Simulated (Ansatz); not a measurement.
**BH2+ (triplet): from Hartree-Fock to the top rungs at scale of all distances = 1.313, aug-cc-pVTZ**

Aim: climb from Hartree-Fock through coupled cluster and multireference methods for BH2+ (triplet) at one geometry and basis, and see what each rung misses.

The runs use Ansatz 0.2.0, Gaussian basis; aug-cc-pVTZ, core rule «outside noble gas», up to 1 orbitals frozen.

Plan: UHF; CCSD(T) on ROHF; CCSD(T) on UHF; BCCD(T) on ROHF; CCSDT(Q) on ROHF; CCSDT(Q) on UHF; CASSCF and NEVPT2, 4 electrons in 6 orbitals; Full CI.

15 further runs of the same task are left out: 11 that didn't finish, 4 set aside as unsound or not needed.

## 1. What is computed

The geometry derives from a PBE0/def2-TZVP stationary point (not a proven minimum). All distances are scaled together.

3 atoms, charge 1, spin multiplicity 3.

Atoms are counted from 1 here; the program's logs count them from 0.

No contacts short enough for the rule that draws bonds.

## 2. UHF

in.yaml

```yaml
crystal:
  periodic: [false, false, false]
  atoms:
    - {symbol: B, position_ang: [0.000000, 0.000000, -0.222390]}
    - {symbol: H, position_ang: [0.000000, 0.932960, 1.192659]}
    - {symbol: H, position_ang: [0.000000, -0.932960, 1.192659]}
basis:
  gaussian: {orbitals: aug-cc-pVTZ}
total_charge: 1
magnetization: {spin_polarized: true, initial_magnetization: 2}
hamiltonian: {xc: hf}
output: {orbitals: {seedname: orbitals}}
```

Started as:

```console
ansatz run in.yaml --threads 1 --pin off --events-out ev --progress --plain --max-ram 2393MiB
```

Further steps of the session: CCSD(T) on ROHF; CCSD(T) on UHF; BCCD(T) on ROHF; CCSDT(Q) on ROHF; CCSDT(Q) on UHF; CASSCF and NEVPT2, 4 electrons in 6 orbitals; Full CI.

**Question.** What will the summary of the whole plan be? Wanted: FCI below the RHF energy; RMP2 from FCI; UMP2 from FCI; RCCSD from FCI; RCCSD(T) from FCI; UCCSD(T) from FCI; RCCSDT(Q) from FCI; UCCSDT(Q) from FCI; NEVPT2 valence from FCI.

As calculated:

```
                         quantity                                                              value
         FCI below the RHF energy                                                         -2.4664 eV
                    RMP2 from FCI                                                    +15.31 kcal/mol
                    UMP2 from FCI                                                    +16.87 kcal/mol
                   RCCSD from FCI                                                     +2.21 kcal/mol
                RCCSD(T) from FCI                                                     +0.53 kcal/mol
                UCCSD(T) from FCI                                                     +0.49 kcal/mol
               RCCSDT(Q) from FCI                                                     +0.01 kcal/mol
               UCCSDT(Q) from FCI                                                      0.00 kcal/mol
          NEVPT2 valence from FCI                                                     +4.98 kcal/mol
levels within 1 kcal/mol (43 meV)  RCCSD(T), UCCSD(T), BCCD(T), RCCSDT, UCCSDT, RCCSDT(Q), UCCSDT(Q)
                    T1 diagnostic                                                              0.044
   effectively unpaired electrons                                                               2.05
```

**Reading.** RCCSD(T) misses by +0.53 kcal/mol, 0.9 % of the correlation energy. The occupations are near whole numbers, but T1 = 0.044 shows that the orbitals relax strongly. These misses are within one basis, not against nature; the frozen cores of restricted and unrestricted runs differ, which can shift their rows.
